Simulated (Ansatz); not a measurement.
Input file:

```yaml
crystal:
  periodic: [false, false, false]
  atoms:
    - {symbol: F, position_ang: [0.124384, -0.648062, 1.428049]}
    - {symbol: Ge, position_ang: [-0.040490, 0.320851, -0.015981]}
    - {symbol: O, position_ang: [0.036131, -0.687182, -1.623173]}
basis:
  gaussian: {orbitals: aug-cc-pVTZ}
magnetization: {spin_polarized: false, initial_magnetization: 3}
correlation: {method: fci, electrons: all}
output: {forces: true}
```

```sh
$ ansatz run in.yaml --threads 1 --pin off --events-out ev --progress --plain --max-ram 2393MiB
```

Question: One thing in this input was set wrong on purpose, beside settings that are merely unusual. What is the gravest fault, and what does the program do?

Answer: Too large for memory. How the run ends: out of memory.
```
1775 factors; integrals over basis functions are off by at most 1.6e-7 eV
mean field evaluation 1: about -61214.5861 eV, gradient 2.9e1 eV
mean field evaluation 2: about -61214.5893 eV, gradient 2.9e1 eV
mean field evaluation 4: about -61216.8669 eV, gradient 2.8e0 eV
mean field evaluation 8: about -61216.9769 eV, gradient 4.2e-1 eV
mean field evaluation 16: about -61216.9856 eV, gradient 8.2e-1 eV
mean field evaluation 32: about -61217.0568 eV, gradient 4.6e-6 eV
mean field evaluation 64: about -61216.5037 eV, gradient 8.9e0 eV
mean field evaluation 96: about -61217.0538 eV, gradient 5.0e-2 eV
mean field evaluation 128: about -61217.0328 eV, gradient 5.6e-1 eV
mean field evaluation 160: about -61216.9194 eV, gradient 2.3e0 eV
mean field -61217.05679104 eV, -2249.6853426594 hartree, gradient 1.5e-6 eV, S^2 3.750000; 12 other end points of the search recorded, 0 dependent functions left out
mean field evaluation 192: about -61217.3751 eV, gradient 2.9e-1 eV
reference -61217.05679104 eV, -2249.6853426594 hartree; 26, 23 occupied and 125, 128 virtual orbitals, 1775 factors
Error: with the densities for the forces the run needs 41.28 GiB of the host's memory, and 2.33 GiB are given
refused for memory
```
